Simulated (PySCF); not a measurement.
Here is a computed PBE0-D3(BJ)/def2-SVP geometry (Å):
```
atom  x, y, z in Å
C1    -0.7967   -0.1225   -0.0119
C2     0.6970   -0.0020    0.0904
F3     1.2947   -0.8577   -0.7738
Cl4    1.2288    1.6656   -0.2864
H5    -1.1170    0.1156   -1.0358
H6    -1.0954   -1.1535    0.2290
H7    -1.2881    0.5675    0.6866
H8     1.0768   -0.2130    1.1019
```

Neutral, closed shell.

(1) Which heavy atoms are bonded, and with what formal order?

(2) Which species is it?

(3) Name the point group.

(4) Describe the place of each heavy atom.

(5) What is the arrangement about C2?

(6) What is the arrangement about C1?

Results:

(1) C1–C2 1.50 Å (single); C2–F3 1.36 Å (single); C2–Cl4 1.79 Å (single). Bonds to hydrogen (Å): C1–H5 1.10; C1–H6 1.10; C1–H7 1.10; C2–H8 1.10.

(2) `C[C@@H](F)Cl`, C2H4ClF, 1-chloro-1-fluoroethane. Among its features: C–F bond and C–Cl bond.

(3) C1 (no symmetry element, even within 0.4 Å).

(4) C1: methyl carbon; C2: sp3 C–F carbon; F3: alkyl fluorine; Cl4: chlorine on a fluorinated carbon.

(5) It has 4 neighbours (C1, F3, Cl4, H8) and is distorted tetrahedral (angles from 105.6° to 113.0°).

(6) It has 4 neighbours (C2, H5, H6, H7) and is tetrahedral (angles from 109.0° to 110.6°).
